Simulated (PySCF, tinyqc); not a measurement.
Inside a calculation. Method: CCSD on RHF in the sto-6g basis, frozen core, for BH, spin multiplicity 1. The lowest restricted solution is unstable here: a spin-polarised one lies 0.0125 hartree lower (PySCF). One step of it, computed by the program tinyqc.

Problem. CCSD: starting amplitudes. t_ij^ab = <ij||ab> / (e_i + e_j - e_a - e_b), whose energy is MP2.

orbital energies (hartree): MO1 -7.436140, MO2 -0.578066, MO3 -0.246811, MO4 0.266870, MO5 0.266870, MO6 0.704940

Two-electron integrals over orbitals (pq|rs), unique and non-zero (hartree); the lowest 1 orbital is frozen and left out:
```
(22|22) 0.585292    (32|22) -0.072737   (32|32) 0.064961    (33|22) 0.415230
(33|32) 0.050707    (33|33) 0.569467    (42|42) 0.059428    (43|42) 0.043127
(43|43) 0.063743    (44|22) 0.459008    (44|32) 0.045205    (44|33) 0.506855
(44|44) 0.587109    (52|52) 0.059428    (53|52) 0.043127    (53|53) 0.063743
(54|54) 0.031641    (55|22) 0.459008    (55|32) 0.045205    (55|33) 0.506855
(55|44) 0.523827    (55|55) 0.587109    (62|22) 0.003092    (62|32) -0.052691
(62|33) -0.035029   (62|44) -0.093135   (62|55) -0.093135   (62|62) 0.123370
(63|22) -0.053813   (63|32) 0.054685    (63|33) 0.075719    (63|44) 0.039435
(63|55) 0.039435    (63|62) -0.053171   (63|63) 0.073473    (64|42) -0.036632
(64|43) -0.014029   (64|64) 0.032918    (65|52) -0.036632   (65|53) -0.014029
(65|65) 0.032918    (66|22) 0.579322    (66|32) -0.062208   (66|33) 0.456191
(66|44) 0.475715    (66|55) 0.475715    (66|62) 0.012729    (66|63) -0.042022
(66|66) 0.613059
```

Give: Starting amplitudes; correlation energy.

Solution.

Starting amplitudes (spin orbitals 1a, 1b, ...; amplitudes related by a flip of all spins are not repeated):
```
from      to        t
3a 3b  5a 5b  -0.0620
3a 3b  4a 4b  -0.0620
2a 2b  6a 6b  -0.0481
3a 3b  6a 6b  -0.0386
2a 2b  5a 5b  -0.0352
2a 2b  4a 4b  -0.0352
2a 3b  5a 5b  -0.0317
2a 3b  4a 4b  -0.0317
2a 3b  6a 6b   0.0238
```

correlation energy = -0.028863 hartree
